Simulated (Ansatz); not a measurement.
Molecule: CN, charge 0, multiplicity 2. 
Coordinates optimised at B3LYP-D3(BJ)/def2-TZVP (Ansatz, a program for electronic structure):
```xyz
2

C      0.0000     0.0000    -0.6258
N      0.0000     0.0000     0.5364
```
Charge 0, spin multiplicity 2.

Basis-set convergence of Hartree-Fock and CCSD(T) correlation energies (hartree) with Ansatz. Cores are frozen in the correlated levels unless marked. UHF or UKS for open shells. No spin-orbit coupling. No relativistic terms.

The UHF reference is spin-contaminated (<S^2> 0.37 over the pure value in the largest basis). The T1 diagnostic of CCSD in the largest basis is 0.086, which is high, so the coupled-cluster rows are less sure than usual.

| basis | functions | E(HF) | E(corr, CCSD(T)) |
|---|---|---|---|
| def2-SVPD | 40 | -92.13230 | -0.28354 |
| def2-TZVPPD | 74 | -92.23913 | -0.33011 |
| def2-QZVPPD | 126 | -92.24267 | -0.34748 |

Extrapolating the two largest sets (X = 3 and 4) as X^-3: E(corr) = (64·(-0.34748) - 27·(-0.33011))/37 = -0.3602 Eh, an estimate of the basis-set limit. The largest set recovers 96.5 % of it, the smallest 78.7 %.
